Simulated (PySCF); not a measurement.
Isomers of C4H7F, mass 74.053 u with the commonest isotopes. Method used: PBE0-D3(BJ)/def2-SVP geometry optimisation, gas phase (PySCF). One conformer each, none proved a minimum here; rigid rotors.

Task: Order these by out-of-plane moment Σ m c² = (Ia + Ib − Ic)/2, smallest first.
A. `CC(C)=CF`
B. `[CH2:1]=[CH:2][C@H:3]([CH3:4])[F:5]` with C1–C2–C3–C4 120°
C. `C[C@@H]1C[C@H]1F`

Result: A (3.16 u·Å²), B (10.25 u·Å²), C (11.92 u·Å²).

Task: Order these by radius of gyration √(Σ m r²/M), largest first.
A. `C[C@@H]1C[C@H]1F`
B. `[CH3:1]/[CH:2]=[CH:3]/[CH2:4][F:5]` with C2–C3–C4–F5 1°
C. `CC(C)=CF`

Result: B (1.765 Å), C (1.612 Å), A (1.554 Å).

Task: Order these by rotational constant B, largest first.
A. `C/C=C(/C)F`
B. `[CH2:1]=[CH:2][C@H:3]([CH3:4])[F:5]` with C1–C2–C3–C4 120°
C. `[C@H]1(F)[C@H](C)C1`
D. `CC(C)=CF`
E. `[CH3:1]/[CH:2]=[CH:3]/[CH2:4][F:5]` with C2–C3–C4–F5 1°

Result: B (4067 MHz), D (3724 MHz), A (3624 MHz), C (3512 MHz), E (2528 MHz).

| SMILES | point group | Ia (u·Å²) | Ib (u·Å²) | Ic (u·Å²) | κ | μa (D) | μb (D) | μc (D) |
| --- | --- | --- | --- | --- | --- | --- | --- | --- |
| C[C@@H]1C[C@H]1F | C1 | 46.77 | 143.91 | 166.84 | -0.88 | 1.56 | 0.41 | 0.45 |
| CC(C)=CF | Cs | 59.81 | 135.73 | 189.22 | -0.64 | 1.49 | 0.37 | 0.00 |
| C/C=C/CF | Cs | 33.98 | 199.95 | 227.60 | -0.95 | 0.76 | 1.36 | 0.00 |
| C/C=C(/C)F | – | 53.18 | 139.47 | 186.33 | -0.73 | 0.25 | 1.30 | 0.01 |
| C=C[C@H](C)F | C1 | 61.66 | 124.27 | 165.43 | -0.61 | 0.26 | 1.60 | 0.45 |
